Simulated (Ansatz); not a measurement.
Two isomers of C2H3ClO: A = `CC(=O)Cl`, B = `O/C=C\Cl`.

Program: Ansatz. Geometries: PBE0-D4/def2-TZVP. ΔE: electronic, gas phase. CCSD(T)/CBS adds triple-zeta CCSD(T) − MP2 to the extrapolated MP2 energy (def2 sets, frozen cores). DFT in def2-TZVPP. B3LYP here is the variant with VWN-RPA as its local correlation; programs differ in this. One conformer a species, not always the lowest.

(1) Which isomer does CCSD(T)/CBS put lower? Give the gap. (An estimate is asked.)

(2) Give E(B) − E(A) in kJ/mol with PBE0-D4, BLYP-D4, CCSD(T)/def2-SVP, ωB97M-V, CCSD/def2-TZVPP, r2SCAN-D4, B3LYP-D4. (An estimate is asked.)

(3) Does the order hold for the free energy at 298.15 K (harmonic terms from PBE0-D4)? (Estimate.)

Largest T1 diagnostic: 0.014.

## Answers

(1) The calculation gave: A, by 80.6 kJ/mol.

(2) Computed: PBE0-D4 84.7, BLYP-D4 93.3, CCSD(T)/def2-SVP 101.9, ωB97M-V 85.1, CCSD/def2-TZVPP 83.7, r2SCAN-D4 93.3, B3LYP-D4 88.1. None reverses the order clearly.

(3) Ansatz gave: Yes: G(B) − G(A) = +84.8 kJ/mol, for one conformer each.

Leaving LDA and LC-ωPBE aside and taking each functional with its dispersion term where it has one, the values, not all of them listed here, spread over 9.9 kJ/mol, from BHLYP-D4 to revPBE-D4. LDA lies −14.0 kJ/mol from PBE without D4. From BLYP to BHLYP (50 % exact exchange), in def2-TZVPP and without D4, E(B) − E(A) moves by −9.6 kJ/mol.
